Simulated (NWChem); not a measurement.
# USVWN5/jorge-DZP run of C2HF2 (SMILES [CH]=C(F)F)

Aim: the vertical ionisation energy of C2HF2 at USVWN5/jorge-DZP, from 2 runs. 

Program for the calculation: NWChem 7.3.0.

2 further runs of the same task are left out: 1 that didn't finish, 1 set aside as unsound or not needed.

## (1) Starting point

C2HF2: 5 atoms, total charge 0, spin state doublet. SMILES: `[CH]=C(F)F`. The coordinates come from a PBE0-D4/def2-TZVP relaxation.

Bond lengths: C1–C2 1.301 Å, C2–F3 1.313 Å, C2–F4 1.320 Å, C1–H5 1.072 Å. Angles: C1–C2–F3 125.0°, C1–C2–F4 125.4°, F3–C2–F4 109.6°, C2–C1–H5 140.6°.

## (2) A single-point energy at USVWN5/jorge-DZP

The input, calc.nw:

```
start calc
memory 2200 mb

geometry noautosym nocenter noautoz
   C    -0.028200    0.912700   -0.014900
   C     0.163600   -0.366100    0.124600
   F     1.043800   -0.911700    0.932500
   F    -0.492600   -1.313200   -0.520300
   H    -0.636600    1.604500   -0.563400
end

basis spherical bse
   * library jorge-DZP
end

dft
   xc slater vwn_5
   mult 2
   grid fine
   convergence energy 1e-08
   iterations 100
   mulliken
   print low
end

task dft
```

Command:

```bash
$ nwchem calc.nw > calc.out
```

Output:

```text
[...]
 d= 0,ls=0.0,diis     1   -274.3366316960 -3.84D+02  1.24D-02  6.34D-01     0.6
[...]
 d= 0,ls=0.0,diis    13   -274.4633169416 -1.93D-09  3.57D-08  6.15D-12     5.2
[...]
         Total DFT energy =     -274.463316941600
      One electron energy =     -598.738978921810
           Coulomb energy =      244.296838141800
    Exchange-Corr. energy =      -29.997224050271
 Nuclear repulsion energy =      109.976047888682
[...]
      Total Density - Mulliken Population Analysis
     ---------------------------------------------
    Atom       Charge   Shell Charges
 -----------   ------   -------------------------------------------------------
    1 C    6     6.20   0.91  1.06  0.69  0.56  2.38  0.57  0.02
    2 C    6     5.77   0.91  1.06  0.71  0.25  2.35  0.29  0.20
    3 F    9     9.08   0.94  1.03  0.88  1.02  3.99  1.20  0.01
    4 F    9     9.07   0.94  1.03  0.88  1.02  3.99  1.21  0.01
    5 H    1     0.88   0.68  0.17  0.03
[...]
      <S2> =      0.7564 (Exact =     0.7500)
[...]
```

Run time: 6 s. Hardware: 1 thread of Intel Xeon Platinum 8488C (Sapphire Rapids), shared host; peak memory 0.11 GiB.

## (3) The singlet cation

The input, c2hf2.xyz:

```xyz
5

C     -0.028200     0.912700    -0.014900
C      0.163600    -0.366100     0.124600
F      1.043800    -0.911700     0.932500
F     -0.492600    -1.313200    -0.520300
H     -0.636600     1.604500    -0.563400
```

The input, c2hf2.nw:

```
start c2hf2
memory 2200 mb
charge 1
geometry units angstroms noautosym nocenter noautoz
 load c2hf2.xyz
end
basis "ao basis" spherical bse
 C library jorge-DZP
 F library jorge-DZP
 H library jorge-DZP
end
dft
 xc slater vwn_5
 grid fine
 convergence energy 1e-08
 iterations 100
 mulliken
 noprint "final vectors analysis"
end
task dft energy
```

Command:

```bash
$ nwchem c2hf2.nw > c2hf2.out
```

Output:

```text
[...]
          Wavefunction type:  closed shell.
          No. of atoms     :     5
          No. of electrons :    30
[...]
          Charge           :     1
          Spin multiplicity:     1
[...]
          AO basis - number of functions:    65
[...]
              XC Information
              --------------
                        Slater Exchange Functional  1.000 local
                      VWN V Correlation Functional  1.000 local
[...]
 d= 0,ls=0.0,diis     1   -273.7577189818 -3.84D+02  5.82D-02  4.90D+00     0.7
[...]
 d= 0,ls=0.5,diis    23   -273.9672978816 -9.63D-09  1.93D-06  4.17D-08     7.3
         Total DFT energy =     -273.967297890001
      One electron energy =     -588.605990264086
           Coulomb energy =      234.239132810958
    Exchange-Corr. energy =      -29.576488325555
 Nuclear repulsion energy =      109.976047888682
[...]
      Total Density - Mulliken Population Analysis
     ---------------------------------------------
    Atom       Charge   Shell Charges
 -----------   ------   -------------------------------------------------------
    1 C    6     5.89   0.92  1.06  0.76  0.60  2.21  0.32  0.03
    2 C    6     5.64   0.91  1.06  0.77  0.26  2.20  0.21  0.22
    3 F    9     8.84   0.94  1.03  0.91  1.02  3.91  1.03  0.01
    4 F    9     8.86   0.94  1.03  0.91  1.01  3.91  1.04  0.01
    5 H    1     0.77   0.65  0.09  0.03
[...]
```

Run time: 8.4 s. Hardware: 1 thread of Intel Xeon Platinum 8488C (Sapphire Rapids), shared host; peak memory 0.11 GiB.

## (4) Outcome

At USVWN5/jorge-DZP:

| quantity | value |
| --- | --- |
| doublet C2HF2: total energy | -274.46332 Eh |
| doublet C2HF2: ⟨S²⟩ | 0.756 |
| singlet cation: total energy | -273.96730 Eh |
| vertical ionisation energy (to the singlet cation) | 13.497 eV |

What this shows: Removing an electron at fixed nuclei costs 13.50 eV (1302 kJ/mol). Only the singlet of the ionised species was computed; a triplet could lie lower. Mulliken charges (doublet C2HF2) run from -0.20 on C1 to +0.23 on C2.
